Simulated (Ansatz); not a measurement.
**AlP+ (sextet): correlated methods under varied settings**

What do other methods and options give for AlP+ (sextet) at this geometry, and how long do they take?

Method: the settings change from run to run; program: Ansatz 0.2.0, Gaussian basis.

15 further runs of the same task are left out: 7 for a known fault of the program, 1 that didn't finish, 7 set aside as unsound or not needed.

### 1 What is computed

The geometry is a PBE0/def2-TZVP stationary point (not a proven minimum) of the parent state, kept for this charge and spin.

2 atoms, charge 1, spin multiplicity 6.

Atoms are counted from 1 here; the program's logs count them from 0.

Bond lengths: Al1–P2 2.460 Å.

### 2 CASSCF(5,6)/6-31G*

Contents of in.yaml:

```yaml
crystal:
  periodic: [false, false, false]
  atoms:
    - {symbol: Al, position_ang: [0.000000, 0.000000, 0.000000]}
    - {symbol: P, position_ang: [0.000000, 0.000000, 2.459800]}
basis:
  gaussian: {orbitals: "6-31G*"}
total_charge: 1
magnetization: {spin_polarized: false, initial_magnetization: 5}
correlation: {active_space: {window: {electrons: 5, orbitals: 6}}}
```

On the command line:

```sh
> ansatz run in.yaml --threads 1 --pin off --events-out ev --progress --plain --max-ram 2393MiB
```

The log of the run:

```text
Functional definition: HF
  name "HF"
  cite "Fock, Z. Phys. 61, 126 (1930) doi:10.1007/BF01340294"
  parent pbe
  exchange = exact_x
  correlation = 0
330 factors; integrals over basis functions are off by at most 8.4e-4 eV
mean field evaluation 1: about -15842.1872 eV, gradient 6.9e0 eV
mean field evaluation 2: about -15842.2098 eV, gradient 6.9e0 eV
mean field evaluation 4: about -15842.9756 eV, gradient 5.1e-1 eV
mean field evaluation 8: about -15842.9798 eV, gradient 2.5e-1 eV
mean field evaluation 16: about -15842.9793 eV, gradient 6.3e-1 eV
mean field -15842.98183788 eV, -582.2188437834 hartree, gradient 4.9e-6 eV, S^2 8.750000; 2 other end points of the search recorded, 0 dependent functions left out
reference -15842.98183788 eV, -582.2188437834 hartree; 16, 11 occupied and 22, 27 virtual orbitals, 330 factors
state -15842.98183788 eV, -582.2188437834 hartree
Total energy: -15842.98183788 eV, -582.2188437834 hartree
```

It took 0.54 s on 1 thread of Arm Neoverse V2, shared host.

From the report: 6 determinants; active occupations 1.00, 1.00, 1.00, 1.00, 1.00, 0.00. With so small a space the active step adds no correlation: the energy is the mean field's.

### 3 MRCISD+Q(5,7)/6-31G*

Changes to in.yaml since step 2:

```diff
@@ -9,2 +9,3 @@
 magnetization: {spin_polarized: false, initial_magnetization: 5}
-correlation: {active_space: {window: {electrons: 5, orbitals: 6}}}
+correlation: {method: fic_mrcisd_q, electrons: valence, active_space: {window: {electrons: 5, orbitals: 7}}}
+scf: {lower_state_search: off}
```

Launched as before.

The log of the run (excerpt; [...] marks lines left out):

```text
Functional definition: HF
  name "HF"
  cite "Fock, Z. Phys. 61, 126 (1930) doi:10.1007/BF01340294"
  parent pbe
[...]
330 factors; integrals over basis functions are off by at most 8.4e-4 eV
[...]
mean field -15842.98183788 eV, -582.2188437834 hartree, gradient 4.9e-6 eV, S^2 8.750000; 0 other end points of the search recorded, 0 dependent functions left out
reference -15842.98183788 eV, -582.2188437834 hartree; 16, 11 occupied and 22, 27 virtual orbitals, 330 factors
state -15843.09799443 eV, -582.2231124579 hartree
contracted CI cycle   1: correlation 0.00000000 eV, 0.0000000000 hartree, residual 9.74e0 eV
contracted CI cycle   2: correlation -2.04352667 eV, -0.0750982199 hartree, residual 1.81e0 eV
contracted CI cycle   3: correlation -2.12976383 eV, -0.0782673770 hartree, residual 5.58e-1 eV
contracted CI cycle   4: correlation -2.13864314 eV, -0.0785936857 hartree, residual 1.71e-1 eV
contracted CI cycle   5: correlation -2.13932335 eV, -0.0786186831 hartree, residual 4.57e-2 eV
contracted CI cycle   6: correlation -2.13938087 eV, -0.0786207968 hartree, residual 1.46e-2 eV
contracted CI cycle   7: correlation -2.13938697 eV, -0.0786210211 hartree, residual 5.15e-3 eV
contracted CI cycle   8: correlation -2.13938778 eV, -0.0786210508 hartree, residual 1.93e-3 eV
contracted CI cycle   9: correlation -2.13938790 eV, -0.0786210550 hartree, residual 6.50e-4 eV
state -15843.09799443 eV, -582.2231124579 hartree; corrected -15845.35977048 eV, -582.3062311947 hartree
Total energy: -15845.35977048 eV, -582.3062311947 hartree
Checks for a lower state left out: stability, starts, cluster_reference, orbital_swaps, neighbouring_geometries, increment
```

Run time: 1.1 s. Hardware: 1 thread of Arm Neoverse V2, shared host.

From the report: 6 determinants; active occupations 1.00, 1.00, 1.00, 1.00, 1.00, 0.00, 0.00.

### 4 CCSDT on UHF/STO-3G

Contents of in.yaml:

```yaml
crystal:
  periodic: [false, false, false]
  atoms:
    - {symbol: Al, position_ang: [0.000000, 0.000000, 0.000000]}
    - {symbol: P, position_ang: [0.000000, 0.000000, 2.459800]}
basis:
  gaussian: {orbitals: STO-3G}
total_charge: 1
magnetization: {spin_polarized: true, initial_magnetization: 5}
correlation: {method: ccsdt, electrons: valence}
output: {forces: true}
```

The command is unchanged.

The log of the run (excerpt; [...] marks lines left out):

```text
Functional definition: HF
  name "HF"
  cite "Fock, Z. Phys. 61, 126 (1930) doi:10.1007/BF01340294"
  parent pbe
[...]
283 factors; integrals over basis functions are off by at most 2.4e-8 eV
[...]
mean field -15662.51124310 eV, -575.5866717527 hartree, gradient 5.5e-6 eV, S^2 8.750070; 2 other end points of the search recorded, 0 dependent functions left out
10 core orbitals not correlated: weight in the atoms' cores, before any rotation towards them, 1.000 or more for the frozen orbitals, at most 0.000 for the correlated occupied ones
reference -15662.51124310 eV, -575.5866717527 hartree; 6, 1 occupied and 2, 7 virtual orbitals, 283 factors
second order -0.11836509 eV of doubles, -0.00000000 eV of singles
cycle   1  -0.15566226 eV  change   -3.7e-2 eV  update   2.4e-2
[...]
cycle  10  -0.19410020 eV  change   -5.2e-8 eV  update   6.1e-7
[...]
Total energy: -15662.70534330 eV, -575.5938048033 hartree
Atom 0 at     0.000000     0.000000     0.000000 Å, force     0.000000    -0.000000     0.091899 eV/Å
Atom 1 at     0.000000     0.000000     2.459800 Å, force    -0.000000     0.000000    -0.091899 eV/Å
Dipole moment:     0.000000     0.000000    -0.307175 e Å
```

It took 0.45 s on 1 thread of Arm Neoverse V2, shared host.

From the report: ⟨S²⟩ of the determinant 8.750 (pure sextet: 8.75); correlation -0.1941 eV; T1 0.008; largest double amplitude 0.04.

### 5 BCCD on ROHF/6-31++G**

Contents of in.yaml:

```yaml
crystal:
  periodic: [false, false, false]
  atoms:
    - {symbol: Al, position_ang: [0.000000, 0.000000, 0.000000]}
    - {symbol: P, position_ang: [0.000000, 0.000000, 2.459800]}
basis:
  gaussian: {orbitals: "6-31++G**"}
total_charge: 1
magnetization: {spin_polarized: false, initial_magnetization: 5}
correlation: {method: bccd, electrons: valence}
output: {forces: true}
```

Launched as before.

The log of the run (excerpt; [...] marks lines left out):

```text
Functional definition: HF
  name "HF"
  cite "Fock, Z. Phys. 61, 126 (1930) doi:10.1007/BF01340294"
  parent pbe
[...]
375 factors; integrals over basis functions are off by at most 8.1e-4 eV
[...]
mean field -15843.00960329 eV, -582.2198641433 hartree, gradient 8.1e-6 eV, S^2 8.750000; 3 other end points of the search recorded, 0 dependent functions left out
[...]
determinant -15843.00960329 eV, -582.2198641433 hartree, with singles and doubles -15845.30707924 eV, -582.3042948271 hartree
determinant -15840.21700518 eV, -582.1172380557 hartree, with singles and doubles -15842.64760638 eV, -582.2065610022 hartree
10 core orbitals not correlated: weight in the atoms' cores, before any rotation towards them, 1.000 or more for the frozen orbitals, at most 0.000 for the correlated occupied ones
reference -15843.00960329 eV, -582.2198641433 hartree; 6, 1 occupied and 30, 35 virtual orbitals, 375 factors
second order -1.78238009 eV of doubles, -0.01350048 eV of singles
cycle   1  -2.30063739 eV  change   -4.8e-2 eV  update   1.1e-2
[...]
cycle  10  -2.30379402 eV  change   -4.1e-7 eV  update   7.3e-7
[...]
Total energy: -15845.31339730 eV, -582.3045270118 hartree
Atom 0 at     0.000000     0.000000     0.000000 Å, force    -0.000000     0.000000    -0.982369 eV/Å
Atom 1 at     0.000000     0.000000     2.459800 Å, force     0.000000     0.000000     0.982369 eV/Å
Dipole moment:     0.000000    -0.000000    -0.195483 e Å
```

Run time: 2.1 s. Hardware: 1 thread of Arm Neoverse V2, shared host.

From the report: correlation -2.3038 eV; largest double amplitude 0.04.

### 6 CASSCF(7,6)/def2-mTZVP

Contents of in.yaml:

```yaml
crystal:
  periodic: [false, false, false]
  atoms:
    - {symbol: Al, position_ang: [0.000000, 0.000000, 0.000000]}
    - {symbol: P, position_ang: [0.000000, 0.000000, 2.459800]}
basis:
  gaussian: {orbitals: def2-mTZVP}
total_charge: 1
magnetization: {spin_polarized: false, initial_magnetization: 5}
correlation: {active_space: {window: {electrons: 7, orbitals: 6}, states: [{multiplicity: 6, weights: [1, 1, 1]}]}}
output: {forces: true}
```

The command is unchanged.

The log of the run (excerpt; [...] marks lines left out):

```text
Functional definition: HF
  name "HF"
  cite "Fock, Z. Phys. 61, 126 (1930) doi:10.1007/BF01340294"
  parent pbe
[...]
628 factors; integrals over basis functions are off by at most 1.6e-7 eV
[...]
mean field -15843.84765919 eV, -582.2506621294 hartree, gradient 3.3e-6 eV, S^2 8.750000; 2 other end points of the search recorded, 0 dependent functions left out
reference -15843.84765919 eV, -582.2506621294 hartree; 16, 11 occupied and 28, 33 virtual orbitals, 628 factors
state -15843.74244462 eV, -582.2467955656 hartree
state -15836.79941040 eV, -581.9916437641 hartree
state -15834.82114201 eV, -581.9189437416 hartree
[...]
Total energy: -15838.45433235 eV, -582.0524610238 hartree
Atom 0 at     0.000000     0.000000     0.000000 Å, force     0.000000    -0.000000    -1.986152 eV/Å
Atom 1 at     0.000000     0.000000     2.459800 Å, force    -0.000000     0.000000     1.986152 eV/Å
Dipole moment:    -0.000000    -0.000000    -0.252052 e Å
```

Wall time 1.2 s (1 thread of Arm Neoverse V2, shared host).

From the report: 6 determinants; active occupations (of the averaged states) 1.33, 1.33, 1.33, 1.00, 1.00, 1.00.

### 7 MRCISD+Q(7,8)/cc-pVDZ

Contents of in.yaml:

```yaml
crystal:
  periodic: [false, false, false]
  atoms:
    - {symbol: Al, position_ang: [0.000000, 0.000000, 0.000000]}
    - {symbol: P, position_ang: [0.000000, 0.000000, 2.459800]}
basis:
  gaussian: {orbitals: cc-pVDZ}
total_charge: 1
magnetization: {spin_polarized: false, initial_magnetization: 5}
correlation: {method: fic_mrcisd_q, electrons: outside_noble_gas, active_space: {window: {electrons: 7, orbitals: 8}, states: [{multiplicity: 6, weights: [1, 0.5, 1]}], root: 1}}
scf: {lower_state_search: light}
```

Same command.

The log of the run (excerpt; [...] marks lines left out):

```text
Functional definition: HF
  name "HF"
  cite "Fock, Z. Phys. 61, 126 (1930) doi:10.1007/BF01340294"
  parent pbe
[...]
658 factors; integrals over basis functions are off by at most 1.0e-7 eV
[...]
mean field -15843.86079301 eV, -582.2511447887 hartree, gradient 5.4e-6 eV, S^2 8.750000; 2 other end points of the search recorded, 0 dependent functions left out
reference -15843.86079301 eV, -582.2511447887 hartree; 16, 11 occupied and 20, 25 virtual orbitals, 658 factors
state -15844.01126457 eV, -582.2566745165 hartree
state -15843.93906106 eV, -582.2540210862 hartree
state -15841.23537205 eV, -582.1546623480 hartree
contracted CI cycle   1: correlation 0.00000000 eV, 0.0000000000 hartree, residual 9.66e0 eV
contracted CI cycle   2: correlation -2.23580111 eV, -0.0821641755 hartree, residual 1.72e0 eV
[...]
state -15843.93906106 eV, -582.2540210862 hartree; corrected -15846.45650214 eV, -582.3465353397 hartree
contracted CI cycle   1: correlation 0.00000000 eV, 0.0000000000 hartree, residual 9.85e0 eV
contracted CI cycle   2: correlation -2.34320124 eV, -0.0861110573 hartree, residual 1.75e0 eV
contracted CI cycle   3: correlation -2.41115536 eV, -0.0886083252 hartree, residual 2.93e-1 eV
contracted CI cycle   4: correlation -2.41337306 eV, -0.0886898241 hartree, residual 7.10e-2 eV
contracted CI cycle   5: correlation -2.41353165 eV, -0.0886956523 hartree, residual 2.12e-2 eV
contracted CI cycle   6: correlation -2.41354805 eV, -0.0886962550 hartree, residual 8.31e-3 eV
contracted CI cycle   7: correlation -2.41355043 eV, -0.0886963424 hartree, residual 2.51e-3 eV
contracted CI cycle   8: correlation -2.41355060 eV, -0.0886963487 hartree, residual 6.00e-4 eV
state -15841.23537205 eV, -582.1546623480 hartree; corrected -15843.81419019 eV, -582.2494321666 hartree
Total energy: -15846.45650214 eV, -582.3465353397 hartree
```

Run time: 2.8 s. Hardware: 1 thread of Arm Neoverse V2, shared host.

From the report: 56 determinants; active occupations (of the averaged states) 1.98, 1.00, 1.00, 1.00, 1.00, 0.41, 0.40, 0.21.

### 8 HF/def2-mTZVP

Contents of in.yaml:

```yaml
crystal:
  periodic: [false, false, false]
  atoms:
    - {symbol: Al, position_ang: [0.000000, 0.000000, 0.000000]}
    - {symbol: P, position_ang: [0.000000, 0.000000, 2.459800]}
basis:
  gaussian: {orbitals: def2-mTZVP}
total_charge: 1
magnetization: {spin_polarized: true, initial_magnetization: 5}
hamiltonian: {xc: hf}
output: {orbitals: {seedname: orbitals}}
```

Launched as before.

The log of the run:

```text
Functional definition: HF
  name "HF"
  cite "Fock, Z. Phys. 61, 126 (1930) doi:10.1007/BF01340294"
  parent pbe
  exchange = exact_x
  correlation = 0
365 factors; integrals over basis functions are off by at most 8.4e-4 eV
mean field evaluation 1: about -15843.1702 eV, gradient 7.0e0 eV
mean field evaluation 2: about -15843.2815 eV, gradient 7.0e0 eV
mean field evaluation 4: about -15843.8438 eV, gradient 9.3e-1 eV
mean field evaluation 8: about -15843.8682 eV, gradient 9.9e-4 eV
mean field evaluation 16: about -15843.8683 eV, gradient 6.3e-5 eV
mean field -15843.86826042 eV, -582.2514192107 hartree, gradient 6.3e-5 eV, S^2 8.751288; 0 other end points of the search recorded, 0 dependent functions left out
reference -15843.86826042 eV, -582.2514192107 hartree; 16, 11 occupied and 28, 33 virtual orbitals, 365 factors
Total energy: -15843.86826042 eV, -582.2514192107 hartree
```

Wall time 0.27 s (1 thread of Arm Neoverse V2, shared host).

From the report: ⟨S²⟩ of the determinant 8.751 (pure sextet: 8.75).

### 9 CCSD on UHF/6-31G

Contents of in.yaml:

```yaml
crystal:
  periodic: [false, false, false]
  atoms:
    - {symbol: Al, position_ang: [0.000000, 0.000000, 0.000000]}
    - {symbol: P, position_ang: [0.000000, 0.000000, 2.459800]}
basis:
  gaussian: {orbitals: 6-31G}
total_charge: 1
magnetization: {spin_polarized: true, initial_magnetization: 5}
correlation: {method: ccsd, electrons: all}
accuracy: high
```

Same command.

The log of the run (excerpt; [...] marks lines left out):

```text
Functional definition: HF
  name "HF"
  cite "Fock, Z. Phys. 61, 126 (1930) doi:10.1007/BF01340294"
  parent pbe
[...]
512 factors; integrals over basis functions are off by at most 2.8e-9 eV
[...]
mean field -15842.57832482 eV, -582.2040149519 hartree, gradient 1.5e-8 eV, S^2 8.750890; 3 other end points of the search recorded, 0 dependent functions left out
determinant -15842.57832482 eV, -582.2040149519 hartree, with singles and doubles -15843.39538450 eV, -582.2340413412 hartree
determinant -15839.70954640 eV, -582.0985892893 hartree, with singles and doubles -15840.61938358 eV, -582.1320251892 hartree
reference -15842.57832482 eV, -582.2040149519 hartree; 16, 11 occupied and 10, 15 virtual orbitals, 512 factors
second order -0.62060051 eV of doubles, -0.00000000 eV of singles
cycle   1  -0.81700002 eV  change    6.0e-5 eV  update   1.1e-4
[...]
cycle  13  -0.81695764 eV  change  -2.4e-10 eV  update   1.1e-9
Total energy: -15843.39528246 eV, -582.2340375914 hartree
```

Run time: 1.3 s. Hardware: 1 thread of Arm Neoverse V2, shared host.

From the report: ⟨S²⟩ of the determinant 8.751 (pure sextet: 8.75); correlation -0.8170 eV; T1 0.007; largest double amplitude 0.03.

### 10 HF/def2-mTZVP

Changes to in.yaml since step 9:

```diff
@@ -6,6 +6,7 @@
 basis:
-  gaussian: {orbitals: 6-31G}
+  gaussian: {orbitals: def2-mTZVP}
 total_charge: 1
 magnetization: {spin_polarized: true, initial_magnetization: 5}
-correlation: {method: ccsd, electrons: all}
+hamiltonian: {xc: hf}
 accuracy: high
+output: {forces: true, orbitals: {seedname: orbitals}}
```

The command is unchanged.

The log of the run:

```text
Functional definition: HF
  name "HF"
  cite "Fock, Z. Phys. 61, 126 (1930) doi:10.1007/BF01340294"
  parent pbe
  exchange = exact_x
  correlation = 0
684 factors; integrals over basis functions are off by at most 3.3e-9 eV
mean field evaluation 1: about -15843.1589 eV, gradient 7.0e0 eV
mean field evaluation 2: about -15843.2800 eV, gradient 7.0e0 eV
mean field evaluation 4: about -15843.8427 eV, gradient 9.2e-1 eV
mean field evaluation 8: about -15843.8683 eV, gradient 9.8e-4 eV
mean field evaluation 16: about -15843.4693 eV, gradient 4.6e0 eV
mean field -15843.86833947 eV, -582.2514221158 hartree, gradient 7.3e-8 eV, S^2 8.751288; 0 other end points of the search recorded, 0 dependent functions left out
the calculation of the forces begins
reference -15843.86833947 eV, -582.2514221158 hartree; 16, 11 occupied and 28, 33 virtual orbitals, 684 factors
Total energy: -15843.86833947 eV, -582.2514221158 hartree
Atom 0 at     0.000000     0.000000     0.000000 Å, force    -0.000000     0.000000    -1.163574 eV/Å
Atom 1 at     0.000000     0.000000     2.459800 Å, force     0.000000     0.000000     1.163574 eV/Å
Dipole moment:    -0.000000     0.000000    -0.182888 e Å
```

Run time: 0.6 s. Hardware: 1 thread of Arm Neoverse V2, shared host.

From the report: ⟨S²⟩ of the determinant 8.751 (pure sextet: 8.75).

### 11 All runs side by side

| level | correlated | functions | energy (eV) | time |
| --- | --- | --- | --- | --- |
| CASSCF(5,6)/6-31G* |  | 38 | -15842.9818 | 0.54 s |
| MRCISD+Q(5,7)/6-31G* | valence | 38 | -15845.3598 | 1.1 s |
| CCSDT on UHF/STO-3G | valence | 18 | -15662.7053 | 0.45 s |
| BCCD on ROHF/6-31++G** | valence | 46 | -15845.3134 | 2.1 s |
| CASSCF(7,6)/def2-mTZVP (mean of several states) |  | 44 | -15838.4543 | 1.2 s |
| MRCISD+Q(7,8)/cc-pVDZ (excited root 1 of an average) | outside noble gas | 36 | -15846.4565 | 2.8 s |
| HF/def2-mTZVP |  | 44 | -15843.8683 | 0.27 s |
| CCSD on UHF/6-31G | all | 26 | -15843.3953 | 1.3 s |
| HF/def2-mTZVP |  | 44 | -15843.8683 | 0.6 s |

### 12 Results

| quantity | value |
| --- | --- |
| runs | 9 |
| quickest | HF/def2-mTZVP, 0.27 s |
| slowest | MRCISD+Q(7,8)/cc-pVDZ (excited root 1 of an average), 2.8 s |

**Reading.** Total energies in different bases, with other cores or another treatment of relativity can't be set against each other. MRCISD+Q(7,8)/cc-pVDZ (excited root 1 of an average) took 10 times as long as HF/def2-mTZVP; the jobs differ in more than the method.
